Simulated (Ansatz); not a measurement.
# BH2F (triplet): from Hartree-Fock to the top rungs, cc-pVTZ

Aim: climb from Hartree-Fock through coupled cluster for BH2F (triplet) at one geometry and basis, and see what each rung misses.

Method: cc-pVTZ, core rule «outside noble gas», up to 2 orbitals frozen; program: Ansatz 0.2.0, Gaussian basis.

The runs, in order: UHF; CCSD(T) on ROHF; CCSD(T) on UHF; BCCD(T) on ROHF; CCSDT(Q) on ROHF; CCSDT(Q) on UHF.

7 further runs of the same task are left out: 6 for a known fault of the program, 1 set aside as unsound or not needed.

## (1) What is computed

The geometry is a PBE0/def2-TZVP stationary point (not a proven minimum) of the parent state, kept for this charge and spin.

4 atoms, charge 0, spin multiplicity 3.

Atoms are counted from 1 here; the program's logs count them from 0.

Bond lengths: B1–F2 1.317 Å, B1–H3 1.197 Å, B1–H4 1.197 Å. Angles: F2–B1–H3 117.8°, F2–B1–H4 117.8°, H3–B1–H4 124.4°.

## (2) UHF

Input file in.yaml:

```yaml
crystal:
  periodic: [false, false, false]
  atoms:
    - {symbol: B, position_ang: [0.000000, 0.000000, 0.750638]}
    - {symbol: F, position_ang: [0.000000, 0.000000, -0.566075]}
    - {symbol: H, position_ang: [0.000000, 1.058917, 1.309286]}
    - {symbol: H, position_ang: [0.000000, -1.058917, 1.309286]}
basis:
  gaussian: {orbitals: cc-pVTZ}
magnetization: {spin_polarized: true, initial_magnetization: 2}
hamiltonian: {xc: hf}
output: {orbitals: {seedname: orbitals}}
```

The run is started by

```
$ ansatz run in.yaml --threads 1 --pin off --events-out ev --progress --plain --max-ram 4096MiB --backend cpu
```

The runs that follow: CCSD(T) on ROHF; CCSD(T) on UHF; BCCD(T) on ROHF; CCSDT(Q) on ROHF; CCSDT(Q) on UHF.

Q: Predict the results of all the runs planned. Wanted: UCCSDT(Q) below the RHF energy; RMP2 from UCCSDT(Q); UMP2 from UCCSDT(Q); RCCSD from UCCSDT(Q); RCCSD(T) from UCCSDT(Q); UCCSD(T) from UCCSDT(Q); RCCSDT(Q) from UCCSDT(Q); T1 diagnostic.

**Answer**, as computed:

| quantity | value |
| --- | --- |
| UCCSDT(Q) below the RHF energy | -10.7161 eV |
| RMP2 from UCCSDT(Q) | +72.3 kJ/mol |
| UMP2 from UCCSDT(Q) | +75.8 kJ/mol |
| RCCSD from UCCSDT(Q) | +37.4 kJ/mol |
| RCCSD(T) from UCCSDT(Q) | +3.0 kJ/mol |
| UCCSD(T) from UCCSDT(Q) | +3.1 kJ/mol |
| RCCSDT(Q) from UCCSDT(Q) | +0.6 kJ/mol |
| levels within 1 kcal/mol (43 meV) | RCCSD(T), UCCSD(T), BCCD(T), RCCSDT, UCCSDT, RCCSDT(Q) |
| T1 diagnostic | 0.029 |

What this shows: RCCSD(T) misses by +3.0 kJ/mol, 0.3 % of the correlation energy. These misses are within one basis, not against nature; the frozen cores of restricted and unrestricted runs differ, which can shift their rows.
